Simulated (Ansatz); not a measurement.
System: sulfur dioxide, SO2, charge 0, multiplicity 1. 
Geometry from a B3LYP-D3(BJ)/def2-TZVP (Ansatz, a quantum-chemistry and plane-wave program) optimisation:
```xyz
3

S     -0.0171     0.0041     0.3653
O      0.0256     1.2345    -0.3789
O      0.0086    -1.2427    -0.3517
```

Atomisation energy built up term by term with Ansatz (kcal/mol; UHF references for open shells; valence terms freeze the core; atomic spin-orbit terms are left out). CBS(X,Y): correlation extrapolated as X^-3; Hartree-Fock from the larger set.

The Hartree-Fock reference is unstable (checked in the largest basis), which strains HF and MP2. 

```
term                                            basis  kcal/mol
-----------------------  ----------------------------  --------
Hartree-Fock                              cc-pV(Q+d)Z    108.16
CCSD correlation         CBS(cc-pV(T+d)Z,cc-pV(Q+d)Z)    132.72
(T)                      CBS(cc-pV(T+d)Z,cc-pV(Q+d)Z)     16.17
core correlation                            cc-pwCVTZ      1.08
scalar relativity (X2C)    cc-pVTZ-DK against cc-pVTZ     -0.73
sum: De                                                   257.4
```

(T) makes 6.3 % of the CCSD(T) atomisation energy.
